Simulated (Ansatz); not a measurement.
# BHCl2+ (quartet): wave-function methods side by side, cc-pVDZ

An exercise on one series of results from a longer session: the logs are not shown, and one member is left open.

Program: Ansatz 0.2.0, Gaussian basis. Level of theory: cc-pVDZ, core rule «outside noble gas», up to 11 orbitals frozen. These are calculated values, not measurements.

To be run: UHF; CCSD(T) on ROHF; CCSD(T) on UHF; BCCD(T) on ROHF; CISD; CCSDT(Q) on ROHF; CCSDT(Q) on UHF; CASSCF and MRCISD+Q, 13 electrons in 11 orbitals; CASSCF and NEVPT2, 13 electrons in 11 orbitals.

22 further runs of the same task are left out: 11 that didn't finish, 11 set aside as unsound or not needed.

**The geometry**

The geometry is a PBE0/def2-TZVP stationary point (not a proven minimum) of the parent state, kept for this charge and spin.

4 atoms, charge 1, spin multiplicity 4.

Atoms are counted from 1 here; the program's logs count them from 0.

Bond lengths: Cl1–B2 1.737 Å, B2–Cl3 1.737 Å, B2–H4 1.274 Å. Angles: Cl1–B2–Cl3 145.6°, Cl1–B2–H4 107.2°, Cl3–B2–H4 107.2°.

As a file:

```xyz
4
BCl2H
Cl    0.00000   -0.08884    1.65901
B     0.00000    0.42431    0.00000
Cl    0.00000   -0.08884   -1.65901
H     0.00000    1.69863    0.00000
```

The first run:

Input file in.yaml:

```yaml
crystal:
  periodic: [false, false, false]
  atoms:
    - {symbol: Cl, position_ang: [0.000000, -0.088841, 1.659008]}
    - {symbol: B, position_ang: [0.000000, 0.424315, 0.000000]}
    - {symbol: Cl, position_ang: [0.000000, -0.088841, -1.659008]}
    - {symbol: H, position_ang: [0.000000, 1.698628, 0.000000]}
basis:
  gaussian: {orbitals: cc-pVDZ}
total_charge: 1
magnetization: {spin_polarized: true, initial_magnetization: 3}
hamiltonian: {xc: hf}
output: {orbitals: {seedname: orbitals}}
```

On the command line:

```sh
$ ansatz run in.yaml --threads 1 --pin off --events-out ev --progress --plain --max-ram 2393MiB
```

Steps of the session up to this table: UHF; CCSD(T) on ROHF; CCSD(T) on UHF; BCCD(T) on ROHF; CISD; CCSDT(Q) on ROHF; CCSDT(Q) on UHF; CASSCF and MRCISD+Q, 13 electrons in 11 orbitals; CASSCF and NEVPT2, 13 electrons in 11 orbitals.

One table of the session follows, with a row left open; its other results are not shown here.

| method | from UCCSDT(Q) (kcal/mol) |
| --- | --- |
| ROHF | +240.78 |
| UHF | +233.54 |
| RMP2 | +35.95 |
| UMP2 | +36.88 |
| CISD | +33.88 |
| RCCSD | +8.33 |
| UCCSD | +8.11 |
| RCCSD(T) | +1.62 |
| UCCSD(T) | +1.60 |
| BCCD(T) | +1.44 |
| RCCSDT | ? |
| UCCSDT | +0.57 |
| RCCSDT(Q) | +0.04 |
| UCCSDT(Q) | 0 |
| CASSCF valence | +201.80 |
| NEVPT2 valence | +36.22 |
| MRCISD valence | +22.62 |
| MRCISD+Q valence | +2.43 |

Estimate the missing values for RCCSDT.

**Answer.** from UCCSDT(Q) (kcal/mol): +0.60. In the column «from UCCSDT(Q) (kcal/mol)» it lies between UCCSDT (+0.57) and BCCD(T) (+1.44).

Caveats from the session: Restricted and unrestricted rows rest on different reference determinants; where their highest levels disagree by more than a few hundredths of an eV, they describe different states and don't form one ladder.
